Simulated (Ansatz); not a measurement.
# C₅H₇F: up Jacob's ladder to CCSD(T)

One table from this session's results is given with a row withheld; the runs are named, their logs left out.

Computed with Ansatz 0.2.0, Gaussian basis. Level: functionals in def2-TZVPP, the program's frozen cores in correlated methods.

The runs, in order: LDA (SPW92), PBE-D4, revPBE-D4, BLYP-D4, r2SCAN-D4, B97M-V, PBE0-D4, B3LYP-D4, r2SCANh-D4, r2SCAN0-D4, HSE06-D4, BHLYP-D4, CAM-B3LYP-D4, LC-ωPBE, ωB97X-V, ωB97M-V, B2PLYP, PBE-QIDH; CCSD(T)/def2-SVP; CCSD(T)/def2-TZVPP; MP2/def2-QZVPP; extrapolation to the limit; RPA on PBE.

## The relaxed structure

An earlier PBE0-D4 in a triple-zeta def2 set relaxation fixed the geometry.

SMILES `FC1C=CCC1`, 13 atoms, charge 0, spin multiplicity 1.

Atoms are counted from 1 here; the program's logs count them from 0.

Bond lengths: F1–C2 1.402 Å, C2–C3 1.495 Å, C2–C6 1.526 Å, C2–H7 1.093 Å, C3–C4 1.328 Å, C3–H8 1.083 Å, C4–C5 1.497 Å, C4–H9 1.084 Å, C5–C6 1.535 Å, C5–H10 1.096 Å, C5–H11 1.094 Å, C6–H12 1.092 Å, C6–H13 1.091 Å. Angles: F1–C2–C3 109.3°, F1–C2–C6 110.7°, F1–C2–H7 105.4°, C3–C2–C6 104.0°, C3–C2–H7 114.3°, C6–C2–H7 113.2°, C2–C3–C4 111.2°, C2–C3–H8 122.7°, C4–C3–H8 126.0°, C3–C4–C5 112.6°, C3–C4–H9 124.7°, C5–C4–H9 122.6°, C4–C5–C6 103.1°, C4–C5–H10 110.4°, C4–C5–H11 112.3°, C6–C5–H10 112.7°, C6–C5–H11 112.2°, H10–C5–H11 106.3° and more.

Set-up of the first run:

in.yaml reads:

```yaml
crystal:
  periodic: [false, false, false]
  atoms:
    - {symbol: F, position_ang: [-0.345815, 2.079118, 0.706289]}
    - {symbol: C, position_ang: [-0.429951, 0.694675, 0.908446]}
    - {symbol: C, position_ang: [-1.344733, 0.100964, -0.113950]}
    - {symbol: C, position_ang: [-0.664319, -0.569871, -1.036674]}
    - {symbol: C, position_ang: [0.809330, -0.577426, -0.772879]}
    - {symbol: C, position_ang: [0.914573, 0.026021, 0.634892]}
    - {symbol: H, position_ang: [-0.768785, 0.572966, 1.940940]}
    - {symbol: H, position_ang: [-2.414021, 0.270869, -0.109962]}
    - {symbol: H, position_ang: [-1.105132, -1.044829, -1.906181]}
    - {symbol: H, position_ang: [1.334953, 0.017943, -1.527909]}
    - {symbol: H, position_ang: [1.234557, -1.583662, -0.824129]}
    - {symbol: H, position_ang: [1.073436, -0.766984, 1.368951]}
    - {symbol: H, position_ang: [1.726209, 0.745718, 0.747064]}
basis:
  gaussian: {orbitals: def2-TZVPP}
hamiltonian: {xc: lda}
output: {orbitals: {seedname: orbitals}}
```

Among the steps run: LDA; PBE-D4 (GGA); revPBE-D4 (GGA); BLYP-D4 (GGA); r2SCAN-D4 (meta-GGA); B97M-V (meta-GGA); PBE0-D4 (hybrid); B3LYP-D4 (hybrid); r2SCANh-D4 (hybrid); r2SCAN0-D4 (hybrid); HSE06-D4 (hybrid); BHLYP-D4 (hybrid); CAM-B3LYP-D4 (range-separated); LC-ωPBE-D4 (range-separated; the results give it without D4); ωB97X-V (range-separated); ωB97M-V (range-separated); B2PLYP (double hybrid); PBE-QIDH (double hybrid).

One table of the session follows, with a row left open; its other results are not shown here.

It belongs to the step «Orbital energies across the functionals». 

| functional | HOMO (eV) | gap (eV) |
| --- | --- | --- |
| LDA (SPW92) | -6.61 | 5.31 |
| PBE-D4 | -6.45 | 5.38 |
| revPBE-D4 | ? | ? |
| BLYP-D4 | -6.30 | 5.36 |
| r2SCAN-D4 | -6.65 | 5.81 |
| B97M-V | -6.66 | 5.90 |
| PBE0-D4 | -7.59 | 7.56 |
| B3LYP-D4 | -7.37 | 7.10 |
| r2SCANh-D4 | -7.08 | 6.62 |
| r2SCAN0-D4 | -7.72 | 7.83 |
| HSE06-D4 | -7.18 | 6.78 |
| BHLYP-D4 | -8.58 | 9.69 |
| CAM-B3LYP-D4 | -8.92 | 10.05 |
| LC-ωPBE | -10.31 | 12.63 |
| ωB97X-V | -9.92 | 12.16 |
| ωB97M-V | -9.83 | 11.93 |

Estimate the missing values for revPBE-D4.

**Answer.** HOMO (eV): -6.38; gap (eV): 5.41. In the column «HOMO (eV)» it lies between PBE-D4 (-6.45) and BLYP-D4 (-6.30).
